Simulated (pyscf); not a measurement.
Structures and frequencies: ωB97X-D3(BJ)/def2-SVP in PySCF. Correlated levels are frozen-core, on RHF or UHF. ΔMP2 is the change of the MP2 total energy from the triple- to the quadruple-zeta basis.

Task: Estimate the classical barrier height and the reaction energy of `[OH][Ga]` [singlet] + `[ClH]` -> `[OH][GaH][Cl]` at CCSD(T)/def2-TZVPP + ΔMP2(QZVPP). The step runs on the singlet surface, breaks Cl–H and forms Cl–Ga, Ga–H; take the separated reactants as zero.

Result: ΔE‡ = 25.8 kcal/mol, ΔE = -31.4 kcal/mol. Zero-point energy shifts the barrier by +0.2 kcal/mol. It is an insertion, with an imaginary mode of 1207i cm⁻¹. On the product side the descent ends in a point that may be a rotor saddle (no frequency run), 1.6 kcal/mol over the lowest minimum found and 59.2 kcal/mol under the saddle at ωB97X-D3(BJ)/def2-TZVP. This is the saddle that the search found; another between the same sides may lie lower. The CCSD(T) − MP2 part came from Ansatz, without density fitting, on the same reference. The frozen core leaves the outer d or s,p core shells of the metals and heavy elements correlated in the MP2 and CC values, and def2-TZVPP describes them poorly, which can shift differences by a few kcal/mol. Elements up to Kr have no core potential and no relativistic terms here.
